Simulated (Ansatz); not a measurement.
Born–Oppenheimer molecular dynamics of BH5OSi (8 atoms, charge 0, multiplicity 1). It starts from a relaxed structure.

Theory: RKS PBE0/6-31G* (Ansatz).

```json
{"ensemble": "NVE (velocity Verlet)", "time step": "0.5 fs", "steps asked": "150", "starting velocities drawn for": "100 K", "seed": "415190"}
```

Frames 0.5 fs apart, positions in Å, forces in eV/Å.

Velocities at 25.0 fs (Å/ps):

```
B -1.24 0.10 -0.17
Si 0.72 -0.29 -0.05
O -0.09 -0.21 0.96
H 10.33 -5.31 8.19
H -5.31 19.45 -13.69
H -3.58 2.80 -1.98
H -3.60 1.16 2.90
H -3.22 -7.76 -7.54
```

```xyz
8
Properties=species:S:1:pos:R:3:forces:R:3 time_fs=25.0 energy_less_start_eV=0.024 T=69
B -0.930 0.593 -0.795 0.03 -0.03 -0.17
Si 0.633 0.066 0.350 -0.35 0.44 -0.02
O 0.379 -1.303 1.267 0.30 0.29 0.22
H -1.841 -0.133 -1.050 -0.16 -0.16 0.04
H -0.971 1.648 -1.359 0.09 0.15 0.06
H 0.955 1.172 1.293 0.04 -0.11 0.10
H 1.772 -0.034 -0.606 0.22 -0.15 -0.07
H 0.094 -2.053 0.747 -0.17 -0.43 -0.16
8
Properties=species:S:1:pos:R:3:forces:R:3 time_fs=25.5 energy_less_start_eV=0.025 T=68
B -0.931 0.594 -0.796 0.10 0.24 -0.27
Si 0.633 0.066 0.349 -0.39 0.46 0.00
O 0.379 -1.303 1.268 0.20 0.02 0.04
H -1.837 -0.136 -1.045 -0.23 -0.20 0.01
H -0.974 1.658 -1.366 0.09 -0.10 0.19
H 0.953 1.173 1.292 0.04 -0.11 0.10
H 1.770 -0.033 -0.605 0.26 -0.16 -0.09
H 0.092 -2.057 0.744 -0.07 -0.16 0.02
8
Properties=species:S:1:pos:R:3:forces:R:3 time_fs=26.0 energy_less_start_eV=0.030 T=61
B -0.932 0.594 -0.796 0.16 0.48 -0.35
Si 0.633 0.066 0.349 -0.42 0.48 0.01
O 0.379 -1.303 1.268 0.10 -0.24 -0.14
H -1.832 -0.140 -1.041 -0.29 -0.22 -0.02
H -0.976 1.667 -1.372 0.10 -0.33 0.31
H 0.951 1.174 1.292 0.05 -0.12 0.11
H 1.770 -0.033 -0.604 0.28 -0.16 -0.11
H 0.090 -2.062 0.740 0.03 0.12 0.20
8
Properties=species:S:1:pos:R:3:forces:R:3 time_fs=26.5 energy_less_start_eV=0.039 T=50
B -0.932 0.594 -0.796 0.20 0.67 -0.43
Si 0.634 0.066 0.349 -0.44 0.48 0.01
O 0.379 -1.304 1.269 0.01 -0.47 -0.31
H -1.828 -0.143 -1.037 -0.33 -0.23 -0.04
H -0.978 1.676 -1.377 0.10 -0.53 0.41
H 0.950 1.175 1.291 0.05 -0.12 0.11
H 1.769 -0.034 -0.603 0.30 -0.16 -0.12
H 0.088 -2.067 0.736 0.12 0.35 0.36
8
Properties=species:S:1:pos:R:3:forces:R:3 time_fs=27.0 energy_less_start_eV=0.049 T=37
B -0.933 0.594 -0.796 0.22 0.80 -0.48
Si 0.634 0.066 0.349 -0.45 0.48 0.01
O 0.379 -1.304 1.269 -0.06 -0.64 -0.43
H -1.825 -0.148 -1.033 -0.35 -0.22 -0.05
H -0.980 1.684 -1.382 0.09 -0.69 0.48
H 0.948 1.176 1.291 0.06 -0.12 0.11
H 1.770 -0.034 -0.602 0.30 -0.16 -0.12
H 0.086 -2.070 0.734 0.19 0.54 0.48
8
Properties=species:S:1:pos:R:3:forces:R:3 time_fs=27.5 energy_less_start_eV=0.057 T=28
B -0.933 0.595 -0.797 0.22 0.88 -0.52
Si 0.634 0.066 0.349 -0.44 0.48 0.00
O 0.379 -1.304 1.270 -0.11 -0.73 -0.51
H -1.823 -0.153 -1.029 -0.35 -0.20 -0.06
H -0.982 1.690 -1.386 0.09 -0.80 0.54
H 0.947 1.176 1.292 0.06 -0.12 0.11
H 1.771 -0.035 -0.602 0.29 -0.16 -0.11
H 0.085 -2.073 0.732 0.23 0.64 0.55
8
Properties=species:S:1:pos:R:3:forces:R:3 time_fs=28.0 energy_less_start_eV=0.060 T=23
B -0.933 0.595 -0.797 0.21 0.89 -0.54
Si 0.634 0.066 0.349 -0.43 0.47 -0.01
O 0.379 -1.304 1.270 -0.12 -0.74 -0.53
H -1.822 -0.158 -1.025 -0.32 -0.15 -0.07
H -0.983 1.694 -1.388 0.08 -0.87 0.57
H 0.946 1.176 1.292 0.06 -0.12 0.12
H 1.773 -0.037 -0.602 0.27 -0.15 -0.10
H 0.085 -2.073 0.732 0.25 0.67 0.57
8
Properties=species:S:1:pos:R:3:forces:R:3 time_fs=28.5 energy_less_start_eV=0.059 T=25
B -0.934 0.596 -0.798 0.18 0.85 -0.55
Si 0.634 0.066 0.349 -0.40 0.45 -0.03
O 0.379 -1.305 1.270 -0.10 -0.67 -0.51
H -1.822 -0.164 -1.022 -0.28 -0.09 -0.07
H -0.984 1.696 -1.389 0.07 -0.90 0.57
H 0.945 1.175 1.293 0.07 -0.11 0.12
H 1.775 -0.039 -0.602 0.24 -0.14 -0.07
H 0.085 -2.073 0.733 0.22 0.61 0.53
8
Properties=species:S:1:pos:R:3:forces:R:3 time_fs=29.0 energy_less_start_eV=0.053 T=33
B -0.934 0.597 -0.799 0.13 0.75 -0.52
Si 0.634 0.066 0.349 -0.37 0.43 -0.05
O 0.379 -1.306 1.270 -0.05 -0.51 -0.43
H -1.822 -0.170 -1.018 -0.22 -0.02 -0.06
H -0.985 1.696 -1.388 0.06 -0.88 0.55
H 0.944 1.175 1.294 0.07 -0.11 0.12
H 1.778 -0.041 -0.602 0.20 -0.14 -0.04
H 0.085 -2.070 0.736 0.17 0.47 0.44
8
Properties=species:S:1:pos:R:3:forces:R:3 time_fs=29.5 energy_less_start_eV=0.045 T=43
B -0.935 0.599 -0.800 0.08 0.60 -0.48
Si 0.634 0.066 0.349 -0.34 0.41 -0.07
O 0.379 -1.306 1.270 0.02 -0.28 -0.31
H -1.822 -0.176 -1.015 -0.15 0.05 -0.05
H -0.986 1.693 -1.386 0.05 -0.81 0.51
H 0.943 1.173 1.295 0.07 -0.11 0.12
H 1.782 -0.043 -0.603 0.15 -0.13 -0.01
H 0.086 -2.067 0.740 0.10 0.27 0.30
8
Properties=species:S:1:pos:R:3:forces:R:3 time_fs=30.0 energy_less_start_eV=0.037 T=53
B -0.935 0.600 -0.801 0.03 0.40 -0.41
Si 0.635 0.066 0.349 -0.29 0.38 -0.10
O 0.379 -1.307 1.270 0.12 -0.01 -0.16
H -1.823 -0.182 -1.012 -0.07 0.13 -0.04
H -0.987 1.689 -1.383 0.04 -0.70 0.44
H 0.943 1.172 1.296 0.08 -0.10 0.11
H 1.786 -0.046 -0.603 0.11 -0.11 0.03
H 0.087 -2.063 0.744 0.00 0.01 0.13
8
Properties=species:S:1:pos:R:3:forces:R:3 time_fs=30.5 energy_less_start_eV=0.031 T=60
B -0.935 0.602 -0.802 -0.02 0.17 -0.32
Si 0.635 0.067 0.349 -0.25 0.34 -0.12
O 0.379 -1.308 1.270 0.22 0.29 0.01
H -1.825 -0.187 -1.009 0.00 0.21 -0.03
H -0.988 1.683 -1.379 0.02 -0.55 0.35
H 0.943 1.171 1.298 0.08 -0.10 0.11
H 1.790 -0.049 -0.604 0.05 -0.10 0.07
H 0.089 -2.059 0.748 -0.11 -0.26 -0.06
```

Of the whole run (75 fs, mean temperature of the second half 50 K): The conserved energy stayed within 0.096 meV per atom of its start (net change 0.054 meV per atom), so the integration is sound. The temperature averaged 0.50 of the 100 K drawn at the start: a run that starts near a minimum puts about half its kinetic energy into the potential. A run of 0.075 ps of so small a system gives no equilibrium averages.

Run time: 2.4 min on 1 thread of Intel(R) Xeon(R) Platinum 8488C (Sapphire Rapids) (shared host), peak memory 0.13 GiB.
